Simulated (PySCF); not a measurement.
PySCF input (PW6B95/def2-TZVPD):

```python
from pyscf import gto, scf, dft

mol = gto.M(
    atom='''
    Cl   -0.00000000   -0.00000000   -0.47382943
    O     0.00000000    0.00000000    1.00688754
    ''',
    basis='def2-tzvpd',
    charge=1,
    spin=2,
    symmetry='C2v',
    verbose=4,
)

mf = dft.UKS(mol, xc='pw6b95').density_fit(auxbasis='def2-universal-jkfit')
mf.grids.level = 3
mf.conv_tol = 1e-9
mf.max_cycle = 100
mf.max_memory = 1500
mf.kernel()
if not mf.converged:
    mf = mf.newton()
    mf.kernel(mf.make_rdm1())
mf.analyze()
```

End of the output:

```
Extra cycle  E= -535.39005322472  delta_E= 1.36e-12  |g|= 1.85e-06  |ddm|= 1.82e-06
converged SCF energy = -535.39005322472  <S^2> = 2.0114478  2S+1 = 3.0076222
**** SCF Summaries ****
Total Energy =                        -535.390053224719850
Nuclear Repulsion Energy =              48.603549593356803
One-electron Energy =                 -825.326166164902816
Two-electron Energy =                  241.332563346826134
Two-electron Coulomb Energy =          278.213022970383918
DFT Exchange-Correlation Energy =      -36.880459623557769
HOMO-LUMO gap [eV] =                     5.292062143861616
Wave-function symmetry = A2
alpha occupancy for each irrep:     A1   A2   B1   B2
                                     7    0    3    3
beta  occupancy for each irrep:     A1   A2   B1   B2
                                     7    0    2    2
**** MO energy ****
alpha MO #1 (A1 #1), energy= -102.430370449299 occ= 1
alpha MO #2 (A1 #2), energy= -19.8180669569919 occ= 1
alpha MO #3 (A1 #3), energy= -10.0583062761855 occ= 1
alpha MO #4 (A1 #4), energy= -7.79022072121306 occ= 1
alpha MO #5 (B1 #1), energy= -7.78815737208173 occ= 1
alpha MO #6 (B2 #1), energy= -7.78815737208173 occ= 1
alpha MO #7 (A1 #5), energy= -1.56933525968727 occ= 1
alpha MO #8 (A1 #6), energy= -1.19303473154417 occ= 1
alpha MO #9 (A1 #7), energy= -0.895773010237889 occ= 1
alpha MO #10 (B1 #2), energy= -0.893981489010974 occ= 1
alpha MO #11 (B2 #2), energy= -0.893981489010979 occ= 1
alpha MO #12 (B1 #3), energy= -0.700086371756479 occ= 1
alpha MO #13 (B2 #3), energy= -0.700086371756482 occ= 1
alpha MO #14 (A1 #8), energy= -0.355137555562614 occ= 0
alpha MO #15 (A1 #9), energy= -0.173186494174786 occ= 0
alpha MO #16 (B1 #4), energy= -0.119863073650961 occ= 0
alpha MO #17 (B2 #4), energy= -0.119863073650967 occ= 0
alpha MO #18 (A1 #10), energy= -0.107003901133836 occ= 0
alpha MO #19 (A2 #1), energy= -0.107002742244775 occ= 0
alpha MO #20 (A1 #11), energy= -0.10344824904257 occ= 0
alpha MO #21 (A1 #12), energy= -0.0620852666097238 occ= 0
alpha MO #22 (B1 #5), energy= -0.0620106514586212 occ= 0
alpha MO #23 (B2 #5), energy= -0.0620106514586212 occ= 0
alpha MO #24 (B1 #6), energy= 0.00128367693864462 occ= 0
alpha MO #25 (B2 #6), energy= 0.00128367693864639 occ= 0
alpha MO #26 (A1 #13), energy= 0.049835531336549 occ= 0
alpha MO #27 (A1 #14), energy= 0.0904045047692894 occ= 0
alpha MO #28 (A2 #2), energy= 0.190621368247582 occ= 0
alpha MO #29 (A1 #15), energy= 0.190623599923372 occ= 0
alpha MO #30 (B1 #7), energy= 0.194128703317567 occ= 0
alpha MO #31 (B2 #7), energy= 0.194128703317565 occ= 0
alpha MO #32 (A1 #16), energy= 0.197043749634094 occ= 0
alpha MO #33 (A1 #17), energy= 0.228916723533747 occ= 0
alpha MO #34 (A2 #3), energy= 0.228918454634987 occ= 0
alpha MO #35 (B1 #8), energy= 0.232645111707425 occ= 0
alpha MO #36 (B2 #8), energy= 0.232645111707447 occ= 0
alpha MO #37 (B1 #9), energy= 0.313569149383699 occ= 0
alpha MO #38 (B2 #9), energy= 0.313569149383701 occ= 0
alpha MO #39 (A1 #18), energy= 0.348301886230821 occ= 0
alpha MO #40 (A1 #19), energy= 0.447284870173895 occ= 0
alpha MO #41 (A1 #20), energy= 0.519896514692633 occ= 0
alpha MO #42 (B1 #10), energy= 0.543878755809599 occ= 0
alpha MO #43 (B2 #10), energy= 0.543878755809624 occ= 0
alpha MO #44 (A1 #21), energy= 0.586075742827283 occ= 0
alpha MO #45 (A1 #22), energy= 0.893335224346373 occ= 0
alpha MO #46 (A2 #4), energy= 1.2742482782008 occ= 0
alpha MO #47 (A1 #23), energy= 1.27424874723354 occ= 0
alpha MO #48 (B1 #11), energy= 1.31805604508313 occ= 0
alpha MO #49 (B2 #11), energy= 1.31805604508313 occ= 0
alpha MO #50 (A1 #24), energy= 1.50139257195423 occ= 0
alpha MO #51 (A2 #5), energy= 1.50139397735784 occ= 0
alpha MO #52 (A1 #25), energy= 1.50560866950813 occ= 0
alpha MO #53 (B1 #12), energy= 1.56483874903257 occ= 0
alpha MO #54 (B2 #12), energy= 1.56483874903257 occ= 0
alpha MO #55 (B1 #13), energy= 1.65028313925536 occ= 0
alpha MO #56 (B2 #13), energy= 1.65028313925536 occ= 0
alpha MO #57 (A2 #6), energy= 1.74534645732097 occ= 0
alpha MO #58 (A1 #26), energy= 1.74534732185016 occ= 0
alpha MO #59 (B1 #14), energy= 1.86482654161106 occ= 0
alpha MO #60 (B2 #14), energy= 1.86482654161106 occ= 0
alpha MO #61 (A1 #27), energy= 1.89862300260391 occ= 0
alpha MO #62 (A1 #28), energy= 2.02952374011495 occ= 0
alpha MO #63 (B1 #15), energy= 2.11896484262335 occ= 0
alpha MO #64 (B2 #15), energy= 2.11896484262335 occ= 0
alpha MO #65 (A1 #29), energy= 2.58193802271121 occ= 0
alpha MO #66 (B1 #16), energy= 2.58491166988449 occ= 0
alpha MO #67 (B2 #16), energy= 2.58491166988449 occ= 0
alpha MO #68 (A1 #30), energy= 2.74326717629163 occ= 0
alpha MO #69 (A1 #31), energy= 3.54700270013225 occ= 0
alpha MO #70 (B1 #17), energy= 4.67521136781457 occ= 0
alpha MO #71 (B2 #17), energy= 4.67521136781454 occ= 0
alpha MO #72 (A2 #7), energy= 4.75390478027619 occ= 0
alpha MO #73 (A1 #32), energy= 4.75390524612221 occ= 0
alpha MO #74 (B1 #18), energy= 5.06526635906253 occ= 0
alpha MO #75 (B2 #18), energy= 5.06526635906252 occ= 0
alpha MO #76 (A1 #33), energy= 5.15455393091317 occ= 0
alpha MO #77 (A1 #34), energy= 5.88306408635773 occ= 0
alpha MO #78 (A2 #8), energy= 5.88307223644306 occ= 0
alpha MO #79 (B1 #19), energy= 6.15827592692746 occ= 0
alpha MO #80 (B2 #19), energy= 6.15827592692746 occ= 0
alpha MO #81 (A1 #35), energy= 6.54185273999531 occ= 0
alpha MO #82 (B1 #20), energy= 10.2893189241019 occ= 0
alpha MO #83 (B2 #20), energy= 10.2893189241019 occ= 0
alpha MO #84 (A1 #36), energy= 10.8210544589015 occ= 0
alpha MO #85 (A1 #37), energy= 25.3534836643967 occ= 0
alpha MO #86 (A1 #38), energy= 43.1213237239518 occ= 0
beta  MO #1 (A1 #1), energy= -102.422565341883 occ= 1
beta  MO #2 (A1 #2), energy= -19.7826474580095 occ= 1
beta  MO #3 (A1 #3), energy= -10.0518512641487 occ= 1
beta  MO #4 (A1 #4), energy= -7.78691073041275 occ= 1
beta  MO #5 (B1 #1), energy= -7.77345776259848 occ= 1
beta  MO #6 (B2 #1), energy= -7.77345776259846 occ= 1
beta  MO #7 (A1 #5), energy= -1.50745109956889 occ= 1
beta  MO #8 (A1 #6), energy= -1.11643654021739 occ= 1
beta  MO #9 (A1 #7), energy= -0.854651186759845 occ= 1
beta  MO #10 (B1 #2), energy= -0.798677575157859 occ= 1
beta  MO #11 (B2 #2), energy= -0.798677575157864 occ= 1
beta  MO #12 (B1 #3), energy= -0.505606673442982 occ= 0
beta  MO #13 (B2 #3), energy= -0.505606673442985 occ= 0
beta  MO #14 (A1 #8), energy= -0.327382188347883 occ= 0
beta  MO #15 (A1 #9), energy= -0.166980857021379 occ= 0
beta  MO #16 (B1 #4), energy= -0.115096645460454 occ= 0
[...]
```
